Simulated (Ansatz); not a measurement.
Geometry optimisation, RHF/cc-pVDZ (Ansatz).

Input:

```yaml
crystal:
  periodic: [false, false, false]
  atoms:
    - { symbol: B, position_ang: [-0.294426, 0.0, -0.86273] }
    - { symbol: Cl, position_ang: [1.45076, 0.0, 1.65995] }
    - { symbol: H, position_ang: [1.755819, 0.0, 0.367555] }
    - { symbol: H, position_ang: [-1.375853, 0.0, -0.277775] }
basis:
  gaussian: { orbitals: cc-pVDZ }
hamiltonian:
  xc: hf
relax:
  f_tol: 0.03
  max_steps: 50
output:
  orbitals: {}
```

Command:

```bash
$ ansatz run input.yaml --threads 1 --pin off --max-ram 2048MiB --backend cpu --events-out ev --progress --plain --runs-dir out
```

Task: Where does it end, and by what steps?

Result: The run converged. The force dipped under the threshold on the way, but the program's further checks kept it going. After 15 steps the energy has fallen by 0.188 eV; Cl2 moved furthest, 1.04 Å.

| step | energy less start (eV) | largest force component (eV/Å) | accepted |
| --- | --- | --- | --- |
| 0 | 0.0000 | 1.305 | yes |
| 1 | -0.0557 | 0.888 | yes |
| 2 | -0.0784 | 0.446 | yes |
| 3 | -0.0912 | 0.195 | yes |
| 4 | -0.1022 | 0.218 | yes |
| 5 | -0.1252 | 0.218 | yes |
| 6 | -0.1138 | 1.122 | no |
| 7 | -0.1417 | 0.271 | yes |
| 8 | -0.1502 | 0.499 | yes |
| 9 | -0.1783 | 0.106 | yes |
| 10 | -0.1785 | 0.101 | yes |
| 11 | -0.1279 | 1.362 | no |
| 12 | -0.1860 | 0.043 | yes |
| 13 | -0.1876 | 0.007 | yes |
| 14 | -0.1874 | 0.041 | no |
| 15 | -0.1877 | 0.019 | yes |

```xyz
4
Properties=species:S:1:pos:R:3
B -0.668 0.000 -0.487
Cl 2.487 0.000 1.623
H 1.416 0.000 0.904
H -1.698 0.000 -1.153
```

The run took 5.5 s on 1 thread of Arm Neoverse V2 (shared host), peak memory 0.091 GiB.
